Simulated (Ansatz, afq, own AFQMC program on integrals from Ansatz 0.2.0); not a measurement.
# SiH3Cl, singlet in cc-pVTZ, levels against CCSDT(Q)

```xyz
5

Cl   -1.6250    0.0265    0.0000
H    -0.1220    0.0265    0.0000
Si    1.8770    0.0265    0.0000
H     2.4892   -0.8478    1.0900
H     2.4892   -0.8478   -1.0900
```

Connectivity, by distances: ClH ··· SiH2.

Basis cc-pVTZ. Noble-gas cores (and the filled d shells of Ga–Kr and In–Xe) are frozen. Integrals, coupled cluster, full CI and functionals: Ansatz 0.2.0; the random walks run on the same integrals in our own AFQMC program. ph-AFQMC/CISD is guided by a CISD state made of CCSD amplitudes; releasing the constraint for a short imaginary time cuts its bias at the price of noise, slowly where states lie close. Error bars are statistical, one sigma.

Determinant: RHF, the one that the program's search chose, which needn't be the lowest solution. The geometry is a point of a scan.

No full CI on the walks' own integrals is used here; CCSDT(Q) serves as the reference and is uncertain by about the last step of the cluster series.

Cautions: higher spins were not checked; restricted determinant unstable towards unrestricted (UHF 209 meV lower, ⟨S²⟩ 0.55); the released energies are still falling, so no released level is given (meV from the phaseless value at times in 1/Eh: -2 ± 6 at 0.24, -10 ± 7 at 0.51, -19 ± 8 at 0.99, -28 ± 9 at 1.62, -41 ± 15 at 2.40), though the last usable value meets CCSDT(Q) within the noise.

* T1 diagnostic: 0.0117
* weight of the determinant in the CISD state: 0.831
* size of the correlated space: 14 electrons in 100 orbitals

Reference: CCSDT(Q), correlation energy -10.523 eV.

```tsv
level	E − E(reference) (mEh)	share of correlation (%)
HF	386.73	0.00
MP2	60.47	84.36
CCSD	16.77	95.66
CCSD(T)	2.29	99.41
CCSDT	0.80	99.79
ph-AFQMC/CISD	0.80 ± 0.20	99.79
```

A walk keeps the symmetry of its determinant, which the program's search chose and which needn't be the lowest solution, so a lower state of the same spin and another symmetry isn't excluded.
